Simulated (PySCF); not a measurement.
Method: PySCF energies plus ideal-gas RRHO corrections (1 bar). 'Table' is the NASA 1993 thermochemical table (part measured, part estimated). 6-31G* has spherical d functions here. All species are closed-shell singlets. The harmonic model lacks anharmonicity and excited electronic states, which grow with temperature; levels with a mode under 35 cm⁻¹ are left out. The table's entry may be an old estimate for P4 (not checked at source).

Harmonic frequencies at HF/6-31G* (cm⁻¹): 404, 404, 519, 519, 519, 684. Point group Td; S°(298 K) = 276.0 J/mol/K at this level.

Q: Work out Cp and S° of gaseous P4 at 500, 800, 1200, 1600, 2000 K from these, and set them beside the table.

A: 
| T (K) | Cp HF/6-31G* | Cp table | S° HF/6-31G* | S° table |
|---|---|---|---|---|
| 500 | 75.0 | 76.5 | 312.3 | 317.4 |
| 800 | 79.7 | 80.4 | 348.8 | 354.4 |
| 1200 | 81.6 | 81.8 | 381.5 | 387.3 |
| 1600 | 82.3 | 82.4 | 405.1 | 410.9 |
| 2000 | 82.6 | 82.7 | 423.5 | 429.4 |
Units J/mol/K.
